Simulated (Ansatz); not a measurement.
`[AlH2][BH]Cl`, relaxed with RKS PBE0-D4/def2-TZVP in the Gaussian-basis code of Ansatz from a PBE-D4/def2-SVP geometry. The force threshold is 0.005 eV/Å; the program also tests the step.

The species carries charge 0 and has multiplicity 1.

Start:

```xyz
6

Al    0.593    0.845    0.218
B    -0.805   -0.707   -0.194
Cl   -0.107   -2.300   -0.528
H     1.113    1.114    1.716
H     1.228    1.723   -0.970
H    -2.022   -0.676   -0.242
```

| step | energy (eV) | largest force (eV/Å) | largest move (Å) |
| --- | --- | --- | --- |
| 1 | -19836.8619 | 0.454 | 0.000 |
| 2 | -19836.8734 | 0.139 | 0.026 |
| 3 | -19836.8744 | 0.097 | 0.012 |
| 4 | -19836.8749 | 0.036 | 0.011 |
| 5 | -19836.8750 | 0.016 | 0.003 |
| 6 | -19836.8751 | 0.004 | 0.007 |

End:

```xyz
6

Al    0.604    0.844    0.219
B    -0.787   -0.713   -0.195
Cl   -0.136   -2.308   -0.535
H     1.091    1.120    1.707
H     1.211    1.720   -0.963
H    -1.983   -0.663   -0.234
```

It took 15 s on 2 threads of an Arm Neoverse V1 on a shared host, with 0.2 GiB of host memory at the peak.
